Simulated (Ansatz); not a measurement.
`CCC(O)Cl` + H₂ → `CCCCl` + H₂O  (hydrogenolysis of a C–O bond)

Calculated with Ansatz (gas phase, PBE0-D4/def2-TZVP geometries, no zero-point term in ΔE). CCSD(T)/CBS is the MP2 limit (def2-TZVPP, def2-QZVPP) plus CCSD(T) − MP2 in def2-TZVPP, frozen cores. This one scheme is used for every species. Functionals use def2-TZVPP. One conformer a species, not always the lowest.

`CCC(O)Cl`:

Z-matrix (Å, degrees):
```
C
C 1 1.516
H 1 1.094 2 111.3
H 1 1.091 2 110.5 3 119.5
H 1 1.091 2 111.2 3 -120.4
C 2 1.506 1 114.1 3 57.4
H 2 1.095 1 110.4 3 -61.7
H 2 1.093 1 111.3 3 179.8
Cl 6 1.827 2 110.4 1 63.3
O 6 1.376 2 108.9 1 -175.5
H 6 1.094 2 111.8 1 -50.6
H 10 0.962 6 109.1 2 178.1
```

H₂:

Cartesian coordinates in Å:
```
H -0.191 -0.318 0.041
H 0.191 0.318 -0.041
```

`CCCCl`:

Cartesian coordinates in Å:
```
C -0.713 -0.582 -0.918
C 0.248 -0.528 0.256
C 0.445 0.858 0.825
Cl 1.225 1.966 -0.344
H -0.349 0.026 -1.749
H -0.834 -1.605 -1.276
H -1.700 -0.206 -0.635
H 1.222 -0.936 -0.029
H -0.126 -1.155 1.074
H 1.090 0.843 1.702
H -0.507 1.320 1.094
```

H₂O:

```xyz
3

O    -0.221    0.215   -0.238
H     0.728    0.274   -0.111
H    -0.507   -0.489    0.349
```

```csv
species,r2SCAN0 energy (Eh)
`CCC(O)Cl`,-653.89016
H₂,-1.17054
`CCCCl`,-578.67820
H₂O,-76.41194
```

Task: Work out ΔE.

Result: ΔE = (-578.67820) + (-76.41194) − (-653.89016) − (-1.17054) = -0.02944 Eh = -77.3 kJ/mol. CCSD(T)/CBS gives -83.4 kJ/mol.

Largest T1 diagnostic among the species: 0.010.

At CCSD(T), def2-SVP lies +17.3 kJ/mol from the extrapolated value and def2-TZVPP +3.0 kJ/mol. From PBE to PBE0 (25 % exact exchange), in def2-TZVPP and without D4, ΔE moves by −7.2 kJ/mol. Leaving LDA and LC-ωPBE aside and taking each functional with its dispersion term where it has one, the values, not all of them listed here, spread over 15.1 kJ/mol, from PBE-QIDH to revPBE-D4. LDA lies +11.6 kJ/mol from PBE without D4.
